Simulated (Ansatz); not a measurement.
# SiH₄O₂: small, medium and large basis sets

Aim: see how fast density functionals converge with the basis set for SiH₄O₂.

Program: Ansatz 0.2.0, Gaussian basis. Level of theory: one geometry, several basis sets. These are calculated values, not measurements.

The runs, in order: PBE0-D4/def2-SVP; ωB97M-V/def2-SVP; PBE0-D4/def2-QZVPP; ωB97M-V/def2-QZVPP; the functionals' def2-TZVPP values are taken from earlier runs.

1 further run of the same task is left out (it didn't finish).

### Step 1. Structure used throughout

An earlier PBE0-D4 in a triple-zeta def2 set relaxation fixed the geometry.

SMILES `O[SiH2]O`, 7 atoms, charge 0, spin multiplicity 1.

Atoms are counted from 1 here; the program's logs count them from 0.

Bond lengths: O1–Si2 1.642 Å, O1–H4 0.958 Å, Si2–O3 1.642 Å, Si2–H5 1.481 Å, Si2–H6 1.481 Å, O3–H7 0.958 Å. Angles: Si2–O1–H4 117.7°, O1–Si2–O3 113.5°, O1–Si2–H5 111.5°, O1–Si2–H6 103.9°, O3–Si2–H5 103.8°, O3–Si2–H6 111.5°, H5–Si2–H6 112.9°, Si2–O3–H7 117.7°.

### Step 2. PBE0-D4 in def2-SVP

Input file in.yaml:

```yaml
crystal:
  periodic: [false, false, false]
  atoms:
    - {symbol: O, position_ang: [-1.411040, -0.128767, 0.264678]}
    - {symbol: Si, position_ang: [0.120176, 0.407969, 0.014363]}
    - {symbol: O, position_ang: [1.187966, -0.792714, -0.322380]}
    - {symbol: H, position_ang: [-1.873391, -0.520616, -0.477713]}
    - {symbol: H, position_ang: [0.197262, 1.293271, -1.170526]}
    - {symbol: H, position_ang: [0.464347, 1.101869, 1.276811]}
    - {symbol: H, position_ang: [1.375979, -1.429113, 0.369068]}
basis:
  gaussian: {orbitals: def2-SVP}
hamiltonian: {xc: pbe0, dispersion: d4}
output: {orbitals: {seedname: orbitals}}
```

Command:

```console
ansatz run in.yaml --threads 4 --pin off --events-out ev --progress --plain --max-ram 10444MiB
```

Further steps of the session: ωB97M-V in def2-SVP; PBE0-D4 in def2-QZVPP; ωB97M-V in def2-QZVPP.

**Question.** What will the summary of the whole plan be? Wanted: PBE0-D4: double and triple zeta above quadruple; ωB97M-V: double and triple zeta above quadruple.

As calculated:

```
                                       quantity          value
PBE0-D4: double and triple zeta above quadruple  8.90, 0.54 eV
ωB97M-V: double and triple zeta above quadruple  9.02, 0.51 eV
```

For PBE0-D4 the step from double to triple zeta gains 8.37 eV and the next only 0.54 eV. These are total energies; as a rule much of such shifts cancels in differences, which this series doesn't test. The LUMO of ωB97M-V is positive and keeps falling with the basis (3.04 to 1.46 eV): an unbound level that the basis holds in place.
